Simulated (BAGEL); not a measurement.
# UHF/def2-SVPD (density fitting with qzvpp-jkfit) run of C2H5S (SMILES [CH2]SC)

What is the energy change on altering one bond length of C2H5S at UHF/def2-SVPD (density fitting with qzvpp-jkfit)? 

Program for the calculation: BAGEL 1.2.2.

## Step 1: The molecule

C2H5S has 8 atoms, charge 0, and is taken as a doublet. As SMILES, `[CH2]SC`. The shape is that of a PBE0-D4/def2-TZVP optimisation. This is one conformer, not always the lowest.

Bond lengths: C1–S2 1.695 Å, S2–C3 1.794 Å, C1–H4 1.080 Å, C1–H5 1.080 Å, C3–H6 1.091 Å, C3–H7 1.090 Å, C3–H8 1.091 Å. Angles: C1–S2–C3 101.6°, S2–C1–H4 121.4°, S2–C1–H5 117.4°, S2–C3–H6 110.5°, S2–C3–H7 107.2°, S2–C3–H8 110.5°, H4–C1–H5 120.8°, H6–C3–H7 109.1°, H6–C3–H8 110.1°, H7–C3–H8 109.3°.

## Step 2: A single-point energy at UHF/def2-SVPD (density fitting with qzvpp-jkfit)

Contents of calc.json:

```json
{ "bagel": [

{
  "title": "molecule",
  "basis": "def2-svpd.json",
  "df_basis": "qzvpp-jkfit",
  "angstrom": true,
  "geometry": [
    { "atom": "C", "xyz": [      -0.766700,       1.107100,      -0.688200 ] },
    { "atom": "S", "xyz": [       0.844300,       0.622200,      -0.483100 ] },
    { "atom": "C", "xyz": [       0.650100,      -0.872700,       0.489300 ] },
    { "atom": "H", "xyz": [      -1.572500,       0.620600,      -0.157700 ] },
    { "atom": "H", "xyz": [      -0.947600,       1.994700,      -1.276200 ] },
    { "atom": "H", "xyz": [       0.157500,      -0.650800,       1.437000 ] },
    { "atom": "H", "xyz": [       1.649000,      -1.260500,       0.688000 ] },
    { "atom": "H", "xyz": [       0.077800,      -1.617600,      -0.064800 ] }
  ]
},

{ "title": "uhf", "nopen": 1 },

{ "title": "print", "file": "orbitals.molden", "orbitals": true }

]}
```

The basis set def2-SVPD is read from a file made from the Basis Set Exchange's data (not shown).

Run with:

```console
$ BAGEL_NUM_THREADS=1 BAGEL calc.json > calc.out
```

The log of the run:

```text
* using 1 threads per process

  ===============================================================
  ===============================================================

  *** Geometry ***

  { "atom" : "C", "xyz" : [     -1.448853,      2.092116,     -1.300510 ] },
  { "atom" : "S", "xyz" : [      1.595496,      1.175788,     -0.912927 ] },
  { "atom" : "C", "xyz" : [      1.228511,     -1.649164,      0.924643 ] },
  { "atom" : "H", "xyz" : [     -2.971594,      1.172764,     -0.298010 ] },
  { "atom" : "H", "xyz" : [     -1.790704,      3.769437,     -2.411668 ] },
  { "atom" : "H", "xyz" : [      0.297632,     -1.229834,      2.715536 ] },
  { "atom" : "H", "xyz" : [      3.116158,     -2.382000,      1.300132 ] },
  { "atom" : "H", "xyz" : [      0.147021,     -3.056821,     -0.122454 ] },

  Number of auxiliary basis functions:      368

  Since a DF basis is specified, we compute 2- and 3-index integrals:
    o Being stored without compression. Storage requirement is 0.034 GB

  Number of basis functions:      107
  Number of electrons      :       33

    * METHOD: MOLECULE                             0.20

  *** Open-shell HF ***

  === Nuclear Repulsion ===
   104.7310768086

      * DIIS with orbital gradients will be used.

  === UHF iteration (def2-svpd.json) ===
      0       -475.81972188          0.02521225           0.12
      1       -475.92451637          0.01250428           0.13
      2       -475.94310135          0.00544293           0.13
      3       -475.94849360          0.00151973           0.09
      4       -475.95006195          0.00061837           0.09
      5       -475.95053272          0.00038912           0.09
      6       -475.95078252          0.00008160           0.10
      7       -475.95079562          0.00002327           0.09
      8       -475.95079738          0.00000907           0.09
      9       -475.95079803          0.00000339           0.09
     10       -475.95079818          0.00000160           0.09
     11       -475.95079823          0.00000066           0.10
     12       -475.95079824          0.00000035           0.10
     13       -475.95079824          0.00000018           0.09
     14       -475.95079824          0.00000007           0.17
     15       -475.95079824          0.00000003           0.10
     16       -475.95079824          0.00000002           0.09
     17       -475.95079824          0.00000001           0.09
     18       -475.95079824          0.00000000           0.09
    * SCF iteration converged.

    * S^2 (UHF) is 0.7706

    * Permanent dipole moment:
           (    0.334604,     0.413572,    -0.329012) a.u.

    * METHOD: UHF                                  2.08

    * METHOD: PRINT                                0.01

  ===============================================================
```

It took 2.8 s on 1 thread of Intel Xeon 6975P-C (Granite Rapids), shared host; peak memory 0.11 GiB.

## Step 3: The distorted shape, same level

Contents of hf.json:

```json
{ "bagel": [

{
  "title": "molecule",
  "basis": "def2-svpd.json",
  "df_basis": "qzvpp-jkfit",
  "angstrom": true,
  "geometry": [
    { "atom": "C", "xyz": [      -0.737566,       1.331368,      -0.834081 ] },
    { "atom": "S", "xyz": [       0.873434,       0.846468,      -0.628981 ] },
    { "atom": "C", "xyz": [       0.650100,      -0.872700,       0.489300 ] },
    { "atom": "H", "xyz": [      -1.543366,       0.844868,      -0.303581 ] },
    { "atom": "H", "xyz": [      -0.918466,       2.218968,      -1.422081 ] },
    { "atom": "H", "xyz": [       0.157500,      -0.650800,       1.437000 ] },
    { "atom": "H", "xyz": [       1.649000,      -1.260500,       0.688000 ] },
    { "atom": "H", "xyz": [       0.077800,      -1.617600,      -0.064800 ] }
  ]
},

{ "title": "uhf", "nopen": 1 },

{ "title": "print", "file": "orbitals.molden", "orbitals": true }

]}
```

The basis set def2-SVPD is read from a file made from the Basis Set Exchange's data (not shown).

Run with:

```console
$ BAGEL_NUM_THREADS=1 BAGEL hf.json > hf.out
```

The log of the run:

```text
* using 1 threads per process

  ===============================================================
  ===============================================================

  *** Geometry ***

  { "atom" : "C", "xyz" : [     -1.393798,      2.515921,     -1.576185 ] },
  { "atom" : "S", "xyz" : [      1.650551,      1.599593,     -1.188602 ] },
  { "atom" : "C", "xyz" : [      1.228511,     -1.649164,      0.924643 ] },
  { "atom" : "H", "xyz" : [     -2.916539,      1.596569,     -0.573685 ] },
  { "atom" : "H", "xyz" : [     -1.735649,      4.193242,     -2.687344 ] },
  { "atom" : "H", "xyz" : [      0.297632,     -1.229834,      2.715536 ] },
  { "atom" : "H", "xyz" : [      3.116158,     -2.382000,      1.300132 ] },
  { "atom" : "H", "xyz" : [      0.147021,     -3.056821,     -0.122454 ] },

  Number of auxiliary basis functions:      368

  Since a DF basis is specified, we compute 2- and 3-index integrals:
    o Being stored without compression. Storage requirement is 0.034 GB

  Number of basis functions:      107
  Number of electrons      :       33

    * METHOD: MOLECULE                             0.19

  *** Open-shell HF ***

  === Nuclear Repulsion ===
    99.1622481274

      * DIIS with orbital gradients will be used.

  === UHF iteration (def2-svpd.json) ===
      0       -475.80702509          0.02434542           0.12
      1       -475.90577491          0.01222374           0.12
      2       -475.92406334          0.00557971           0.12
      3       -475.92985297          0.00146915           0.12
      4       -475.93138547          0.00055877           0.13
      5       -475.93185337          0.00029991           0.09
      6       -475.93201858          0.00005783           0.09
      7       -475.93202735          0.00001963           0.09
      8       -475.93202941          0.00000675           0.09
      9       -475.93202996          0.00000359           0.09
     10       -475.93203023          0.00000180           0.09
     11       -475.93203040          0.00000089           0.09
     12       -475.93203050          0.00000053           0.09
     13       -475.93203057          0.00000028           0.09
     14       -475.93203061          0.00000018           0.09
     15       -475.93203063          0.00000014           0.12
     16       -475.93203065          0.00000011           0.10
     17       -475.93203066          0.00000007           0.09
     18       -475.93203067          0.00000004           0.10
     19       -475.93203067          0.00000002           0.09
     20       -475.93203067          0.00000001           0.09
     21       -475.93203067          0.00000000           0.09
    * SCF iteration converged.

    * S^2 (UHF) is 0.7704

    * Permanent dipole moment:
           (    0.357606,     0.501099,    -0.386844) a.u.

    * METHOD: UHF                                  2.41

    * METHOD: PRINT                                0.01

  ===============================================================
```

Wall time 3 s (1 thread of Intel Xeon 6975P-C (Granite Rapids), shared host); peak memory 0.11 GiB.

## Step 4: Results

Level: UHF/def2-SVPD (density fitting with qzvpp-jkfit).

| quantity | value |
| --- | --- |
| first shape: total energy | -475.95080 Eh |
| first shape: dipole moment | 1.59 D |
| first shape: ⟨S²⟩ | 0.771 |
| distorted shape: total energy | -475.93203 Eh |
| distorted shape: dipole moment | 1.85 D |
| distorted shape: ⟨S²⟩ | 0.770 |
| energy change with the S2–C3 bond stretched from 1.794 to 2.063 Å | 0.511 eV |

What this shows: With the S2–C3 bond stretched from 1.794 to 2.063 Å the energy rises by 0.51 eV (49.3 kJ/mol). The first shape isn't relaxed at this level, so the change isn't measured from a minimum.
